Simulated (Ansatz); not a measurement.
## CH2NO, SMILES [NH]C=O: a rigid scan of one bond length

Program: Ansatz 0.2.0, Python API.

The script, `ch2no.py`:
```python
"""Stretching a bond of CH2NO, the rest held rigid."""

import logging
import sys

import ansatz
import numpy as np

logging.basicConfig(stream=sys.stdout, format="%(levelname)s %(message)s")
logger = logging.getLogger("ansatz_job")
logger.setLevel(logging.INFO)

ch2no = (
    ansatz.Crystal.molecule()
    .atom("N", (0.8524, -0.5206, -0.0986))
    .atom("C", (-0.4808, -0.0515, 0.0742))
    .atom("O", (-0.7275, 1.1823, 0.0443))
    .atom("H", (1.6399, 0.1478, -0.2517))
    .atom("H", (-1.2841, -0.7581, 0.2318))
)

symbols = [site.symbol for site in ch2no.cartesian_sites]
start = np.array([site.position_ang for site in ch2no.cartesian_sites])
axis = (start[4] - start[1]) / np.linalg.norm(start[4] - start[1])
moving = [4]
lengths, energies = [0.952, 0.995, 1.038, 1.081, 1.125, 1.168, 1.211, 1.276], []
for length in lengths:
    xyz = start.copy()
    xyz[moving] += (length - np.linalg.norm(start[4] - start[1])) * axis
    point = ansatz.Crystal.molecule()
    for symbol, xyz in zip(symbols, xyz):
        point = point.atom(symbol, xyz.tolist())
    job = (
        point.calculation()
        .basis(gaussian="def2-SVP")
        .functional("pbe0")
        .spin("collinear", total=1)
    )
    report = job.run(threads=1, pin="off").report
    energies.append(report["free_energy_ev"])
    logger.info(f"r = {length:6.3f} A  E = {energies[-1]:.5f} eV  <S^2> = {abs(report['mean_field']['state']['spin_squared']):.3f}")

# quartic fit about the minimum
fit = np.polynomial.Polynomial.fit(lengths, np.array(energies) - min(energies), 4).convert()
roots = [r.real for r in fit.deriv().roots() if abs(r.imag) < 1e-9 and fit.deriv(2)(r.real) > 0]
r_e = min(roots, key=lambda r: abs(r - lengths[int(np.argmin(energies))]))
logger.info(f"minimum of the fit at {r_e:.4f} A, force constant {fit.deriv(2)(r_e):.2f} eV/A^2")
```

Output of `python ch2no.py`:
```text
INFO r =  0.952 A  E = -4594.85181 eV  <S^2> = 0.788
INFO r =  0.995 A  E = -4595.13100 eV  <S^2> = 0.788
INFO r =  1.038 A  E = -4595.29524 eV  <S^2> = 0.788
INFO r =  1.081 A  E = -4595.36869 eV  <S^2> = 0.787
INFO r =  1.125 A  E = -4595.37008 eV  <S^2> = 0.787
INFO r =  1.168 A  E = -4595.31521 eV  <S^2> = 0.787
INFO r =  1.211 A  E = -4595.21737 eV  <S^2> = 0.787
INFO r =  1.276 A  E = -4595.00967 eV  <S^2> = 0.786
INFO minimum of the fit at 1.1032 A, force constant 33.89 eV/A^2
```

What to keep in mind:
- These settings explore the input space; basis and method may be short of convergence.
- The rest of the molecule is held rigid at a force-field or estimated start geometry, and the basis set is modest; single-reference methods fail as a bond breaks.
- The species is open-shell (spin multiplicity 2).
- It ran for 20 s on 1 thread of Intel(R) Xeon(R) 6975P-C (Granite Rapids) (shared host), peak memory 0.19 GiB.

(Lines on the test bed's own set-up are left out of the output.)
